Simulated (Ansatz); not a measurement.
Worked example: correlation energy of CH₃S, doublet

Geometry: MP2(full)/6-31G*, from the G2/97 set.

```tsv
atom	x (Å)	y (Å)	z (Å)
C	-0.0021	1.2005	0.0000
S	-0.0021	-0.5983	0.0000
H	1.0451	1.5214	0.0000
H	-0.4774	1.6027	0.8952
H	-0.4774	1.6027	-0.8952
```

Basis 6-31G* (Cartesian d functions); Ansatz 0.2.0. Correlated methods freeze the noble-gas cores, which leaves 13 electrons in 34 orbitals. R marks a restricted (for open shells ROHF) determinant.

Full CI isn't at hand for all of this; RCCSDTQ serves as the reference, and is uncertain by about the last step of the cluster series.

Runs differ by some tens of microhartree through their thresholds and, for an open shell, their frozen cores, so steps under 0.03 kcal/mol mean nothing.

```
    level  total energy (hartree)
      RHF             -437.097274
     RMP2             -437.331319
    RCCSD             -437.362634
 RCCSD(T)             -437.369325
   RCCSDT             -437.370057
RCCSDT(Q)             -437.370335
  RCCSDTQ             -437.370339
```

What is the correlation energy at RCCSDTQ, and what share of it do RMP2 and RCCSDT recover?

E(corr) = -437.370339 − (-437.097274) = -0.273065 hartree = -7.430 eV. RMP2: -0.234045 / -0.273065 = 85.71 %. RCCSDT: -0.272783 / -0.273065 = 99.90 %.

By how many kcal/mol does RCCSD(T) miss RCCSDTQ (1 hartree = 627.509 kcal/mol), and which steps make up the rest?

-437.369325 − (-437.370339) = 0.001014 hartree = 0.64 kcal/mol. Steps: RCCSDT − RCCSD(T) = -0.46, RCCSDT(Q) − RCCSDT = -0.17, RCCSDTQ − RCCSDT(Q) = 0.00 kcal/mol. That is within 1 kcal/mol of the reference in this basis, which itself misses far more of the correlation at the basis-set limit.
